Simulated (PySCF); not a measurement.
Molfile (atoms numbered from 1):
```
C2H7P
     RDKit          3D

 10  9  0  0  0  0  0  0  0  0999 V2000
    1.4423    0.2462   -0.1053 C   0  0  0  0  0  0  0  0  0  0  0  0
    0.2723   -0.3984    1.1807 P   0  0  0  0  0  0  0  0  0  0  0  0
   -1.3390    0.1679    0.4581 C   0  0  0  0  0  0  0  0  0  0  0  0
    2.4450   -0.1716    0.0691 H   0  0  0  0  0  0  0  0  0  0  0  0
    1.5175    1.3396   -0.0009 H   0  0  0  0  0  0  0  0  0  0  0  0
    1.1318    0.0113   -1.1350 H   0  0  0  0  0  0  0  0  0  0  0  0
    0.2127   -1.7447    0.7015 H   0  0  0  0  0  0  0  0  0  0  0  0
   -2.1704   -0.2871    1.0167 H   0  0  0  0  0  0  0  0  0  0  0  0
   -1.4490   -0.0790   -0.6088 H   0  0  0  0  0  0  0  0  0  0  0  0
   -1.4185    1.2594    0.5772 H   0  0  0  0  0  0  0  0  0  0  0  0
  1  2  1  0
  2  3  1  0
  1  4  1  0
  1  5  1  0
  1  6  1  0
  2  7  1  0
  3  8  1  0
  3  9  1  0
  3 10  1  0
M  END
```

Geometry: PBE0-D3(BJ)/def2-SVP; GIAO shifts from PySCF 2.14, gas phase, non-relativistic, averaged over equivalent atoms.

At BP86/pcSseg-2 (213 basis functions, 19 s wall time on 1 thread of an AMD EPYC 7R13, shared host):
```
             atoms  δ (ppm)
             C1/C3     10.9
                P2   -108.4
                H7     3.57
H4/H5/H6/H8/H9/H10     1.10
```

δ = σ(ref) − σ, references computed at the same level: $^{13}$C (σ = 179.17 ppm), $^{1}$H (σ = 31.23 ppm) against TMS; H3PO4 for $^{31}$P (σ = 280.27 ppm).

Q: What do these become at KT3/pcSseg-2?

A: 
```csv
atoms,δ at KT3/pcSseg-2,change
C1/C3,11.4,+0.5
P2,-97.6,+10.8
H7,3.43,-0.14
H4/H5/H6/H8/H9/H10,1.12,+0.02
```

δ = σ(ref) − σ, references computed at the same level: $^{13}$C (σref 181.31) and $^{1}$H (σref 31.35) vs TMS; $^{31}$P (σref 321.56) against H3PO4.

The largest change is at P2 (phosphorus bonded to 2 C, H). Cost: 213 basis functions, 18 s wall time on 1 thread of an AMD EPYC 7R13, shared host.

Experimental scales use liquid or dissolved standards, which lie at an offset from isolated H3PO4.
